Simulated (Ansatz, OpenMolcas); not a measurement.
BF (SMILES [B]F): the energy, rung by rung

The species is BF (2 atoms), meant as a singlet with charge 0. As SMILES, `[B]F`. Geometry: relaxed at PBE0-D4/def2-TZVP.

```xyz
2

B     0.0000    0.0000   -0.0094
F     0.0000    0.0000    1.2537
```

Each level gives the energy change with the B1–F2 bond stretched from 1.263 to 1.453 Å (eV). The values are calculated.

| level | kind | program | value (eV) | CPU time (all runs) |
| --- | --- | --- | --- | --- |
| BLYP/def2-TZVPPD (restricted) | GGA | OpenMolcas | 0.47 | 16 s |
| BHLYP/def2-TZVPPD (restricted) | global hybrid | OpenMolcas | 0.70 | 16 s |
| M06-2X/def2-TZVPPD (restricted) | hybrid meta-GGA | OpenMolcas | 0.63 | 20 s |
| PBE0/def2-TZVPPD (restricted) | global hybrid | Ansatz | 0.61 | 3.2 s |
| r2SCAN0/def2-TZVPPD (restricted) | hybrid meta-GGA | Ansatz | 0.65 | 5.6 s |
| CAM-B3LYP/def2-TZVPPD (restricted) | range-separated hybrid | Ansatz | 0.63 | 3.8 s |
| HSE06/def2-TZVPPD (restricted) | range-separated hybrid | Ansatz | 0.61 | 3.6 s |
| RPA@PBE/def2-TZVPPD (restricted) | RPA | Ansatz | 0.46 | 5 s |

The first shape isn't each level's own minimum. The values span 0.46 to 0.70 eV. Times are those of the runs behind each value, whatever else they computed, on shared processors of several kinds: orders of magnitude only.
